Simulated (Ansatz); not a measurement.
# PH (singlet): wave-function methods side by side at distance P1–H2 = 1.754 Å, aug-cc-pVDZ

An exercise on one series of results from a longer session: the logs are not shown, and one member is left open.

Method: aug-cc-pVDZ, core rule «outside noble gas», up to 5 orbitals frozen; program: Ansatz 0.2.0, Gaussian basis.

The runs, in order: UHF; CCSD(T) on RHF; CCSD(T) on UHF; BCCD(T) on RHF; CISD; CCSDT(Q) on RHF; CCSDT(Q) on UHF; CASSCF and MRCISD+Q, 2 electrons in 2 orbitals; CASSCF and NEVPT2, 2 electrons in 2 orbitals; CASSCF and MRCISD+Q, 6 electrons in 5 orbitals; CASSCF and NEVPT2, 6 electrons in 5 orbitals; Full CI.

24 further runs of the same task are left out: 4 for a known fault of the program, 17 that didn't finish, 3 set aside as unsound or not needed. Runs told in other sessions of the task aren't counted.

## What is computed

The geometry derives from a PBE0/def2-TZVP stationary point (not a proven minimum). One bond is set to the value named and the two fragments are kept rigid.

2 atoms, charge 0, spin multiplicity 1.

Atoms are counted from 1 here; the program's logs count them from 0.

No contacts short enough for the rule that draws bonds.

Set-up of the first run:

in.yaml reads:

```yaml
crystal:
  periodic: [false, false, false]
  atoms:
    - {symbol: P, position_ang: [0.000000, 0.000000, 0.000000]}
    - {symbol: H, position_ang: [0.000000, 0.000000, 1.754000]}
basis:
  gaussian: {orbitals: aug-cc-pVDZ}
magnetization: {spin_polarized: true, initial_magnetization: 0}
hamiltonian: {xc: hf}
output: {orbitals: {seedname: orbitals}}
```

The run is started by

```
ansatz run in.yaml --threads 1 --pin off --events-out ev --progress --plain --max-ram 2393MiB
```

Steps of the session up to this table: UHF; CCSD(T) on RHF; CCSD(T) on UHF; BCCD(T) on RHF; CISD; CCSDT(Q) on RHF; CCSDT(Q) on UHF; CASSCF and MRCISD+Q, 2 electrons in 2 orbitals; CASSCF and NEVPT2, 2 electrons in 2 orbitals; CASSCF and MRCISD+Q, 6 electrons in 5 orbitals; CASSCF and NEVPT2, 6 electrons in 5 orbitals; Full CI.

One of the session's tables, all rows but one given; the rest of the session is left out.

```
          method  from FCI (kcal/mol)
             RHF               +95.45
            RMP2               +30.28
            CISD               +14.63
           RCCSD                +8.77
        RCCSD(T)                    ?
         BCCD(T)                +4.61
          RCCSDT                +0.41
       RCCSDT(Q)                -0.13
  CASSCF valence               +65.83
  NEVPT2 valence               +16.69
  MRCISD valence                +3.58
MRCISD+Q valence                -0.67
             FCI                    0
```

**Question.** Estimate the row for RCCSD(T).

**Answer.** from FCI (kcal/mol): +4.54. In the column «from FCI (kcal/mol)» it lies between MRCISD valence (+3.58) and BCCD(T) (+4.61).

Left out of the table: CASSCF pair, NEVPT2 pair, MRCISD pair, MRCISD+Q pair (the active space lost an orbital or holds another state than full CI finds).

Limits of these values: The report flags that the cluster equations may have other roots. Left out of the table: UHF, UMP2, UCCSD, UCCSD(T), UCCSDT, UCCSDT(Q) (another determinant or state than the rows shown). The program flags RCCSDT(Q) as in doubt, so those rows may rest on another solution. RCCSDT(Q), MRCISD+Q valence fall below full CI, which methods that aren't variational can do. Warnings in the runs' records: passed over end.
